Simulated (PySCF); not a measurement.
Electronic absorption of C2H6S2

Species: C₂H₆S₂.
SMILES: `S(C)SC`

Method used: PySCF 2.14.0, density-fitted response routines, TDDFT wB97X-D/def2-SVPD, vertical, gas phase, core orbitals frozen in the response. Geometry: GFN2-xTB, one conformer, isolated molecule. Torsions of this conformer, `[CH3:1][S:2][S:3][CH3:4]`: C1–S2–S3–C4 91°.

List the vertical singlet excitations with oscillator strengths and describe the spectrum.

| state | E (eV) | ν̃ (cm⁻¹) | f | symmetry | main configurations (H = HOMO, L = LUMO) |
| --- | --- | --- | --- | --- | --- |
| S1 | 5.03 | 40560 | 0.0020 | – | H→L (89%) |
| S2 | 5.11 | 41180 | 0.010 | B | H-1→L (88%) |
| S3 | 6.38 | 51470 | 0.0055 | B | H→L+3 (43%), H-1→L+2 (36%) |
| S4 | 6.41 | 51710 | 0.0031 | A | H-1→L+3 (39%), H→L+2 (39%) |
| S5 | 6.77 | 54570 | 0.0027 | B | H→L+3 (34%), H-1→L+2 (33%), H→L+1 (18%) |
| S6 | 6.77 | 54630 | 0.0008 | – | H-1→L+3 (39%), H→L+2 (37%), H-1→L+1 (10%) |
| S7 | 6.96 | 56140 | 0.018 | A | H-1→L+1 (73%), H→L+2 (13%) |
| S8 | 6.98 | 56290 | 0.082 | B | H→L+1 (66%), H-1→L+2 (16%) |

Triplets (Tamm–Dancoff): T1 4.43 eV, H→L (86%), H→L+4 (10%); T2 4.45 eV, H-1→L (86%), H-1→L+4 (10%); T3 5.80 eV, H-1→L+2 (46%), H→L+3 (24%).

The lowest singlet lies at 5.03 eV (247 nm, ultraviolet) and is very weak; its leading configuration is HOMO→LUMO (89%). The most intense listed level is S8 at 6.98 eV (178 nm, f = 0.082), 1.95 eV above S1. It is the last of those listed, so stronger ones may follow. S5/S6 lie within about 0.01 eV of each other. Löwdin shares by element: HOMO sulfur 78%, carbon 16%; LUMO sulfur 87%. Weighted by f, the mean energy of these states is 6.75 eV. The oscillator strengths of these states sum to 0.125; summed over the whole spectrum of an exact calculation they would give the number of electrons, 50 (Thomas–Reiche–Kuhn). The listed states span 1.95 eV, and the widest gap between neighbours is 1.28 eV (S2 to S3). No computed singlet lies in the visible range (380 to 750 nm); the lowest, at 247 nm, stands 1.77 eV above its violet end (3.26 eV). Symmetry labels in C2 follow from the direction of the transition dipole and are given only for states with f of 0.002 or more. The window holds the lowest 8 singlets.

Time: 11 s. Hardware: an Arm Neoverse V2 with one thread, no GPU, shared host.
